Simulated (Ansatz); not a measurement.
# AlH2O (doublet): from Hartree-Fock to the top rungs at a displaced geometry (v1), cc-pVDZ

The task here is to estimate one member of a computed series from the others.

Computed with Ansatz 0.2.0, Gaussian basis. Level: cc-pVDZ, core rule «outside noble gas», up to 6 orbitals frozen.

Plan: UHF; CCSD(T) on ROHF; CCSD(T) on UHF; BCCD(T) on ROHF; CISD; CCSDT(Q) on ROHF; CCSDT(Q) on UHF.

36 further runs of the same task are left out: 16 for a known fault of the program, 7 that didn't finish, 13 set aside as unsound or not needed.

## The geometry

The geometry is a PBE0/def2-TZVP stationary point (not a proven minimum) with its atoms shifted at random (size 0.040 Å).

4 atoms, charge 0, spin multiplicity 2.

Atoms are counted from 1 here; the program's logs count them from 0.

Bond lengths: Al1–O2 1.710 Å, Al1–H3 1.624 Å, O2–H4 0.962 Å. Angles: O2–Al1–H3 116.6°, Al1–O2–H4 125.0°.

Set-up of the first run:

File in.yaml:

```yaml
crystal:
  periodic: [false, false, false]
  atoms:
    - {symbol: Al, position_ang: [0.000487, -0.073807, 0.640140]}
    - {symbol: O, position_ang: [-0.000346, -0.010729, -1.068706]}
    - {symbol: H, position_ang: [0.047618, 1.350385, 1.419257]}
    - {symbol: H, position_ang: [-0.055159, 0.795652, -1.591188]}
basis:
  gaussian: {orbitals: cc-pVDZ}
magnetization: {spin_polarized: true, initial_magnetization: 1}
hamiltonian: {xc: hf}
output: {orbitals: {seedname: orbitals}}
```

The run is started by

```console
$ ansatz run in.yaml --threads 1 --pin off --events-out ev --progress --plain --max-ram 2393MiB
```

Among the steps run: UHF; CCSD(T) on ROHF; CCSD(T) on UHF; BCCD(T) on ROHF; CISD; CCSDT(Q) on ROHF; CCSDT(Q) on UHF.

One of the session's tables, all rows but one given; the rest of the session is left out.

| method | from UCCSDT(Q) (meV) |
| --- | --- |
| ROHF | +7157.1 |
| UHF | +7124.2 |
| RMP2 | +608.7 |
| UMP2 | +596.7 |
| CISD | +631.7 |
| RCCSD | +179.0 |
| UCCSD | +177.5 |
| RCCSD(T) | +34.8 |
| UCCSD(T) | +34.0 |
| BCCD(T) | +32.7 |
| RCCSDT | +19.8 |
| UCCSDT | ? |
| RCCSDT(Q) | +2.2 |
| UCCSDT(Q) | 0 |

Q: Estimate the row for UCCSDT from the others.

As computed: from UCCSDT(Q) (meV): +19.5. In the column «from UCCSDT(Q) (meV)» it lies between RCCSDT(Q) (+2.2) and RCCSDT (+19.8).

To keep in mind: Restricted and unrestricted rows rest on different reference determinants; where their highest levels disagree by more than a few hundredths of an eV, they describe different states and don't form one ladder.
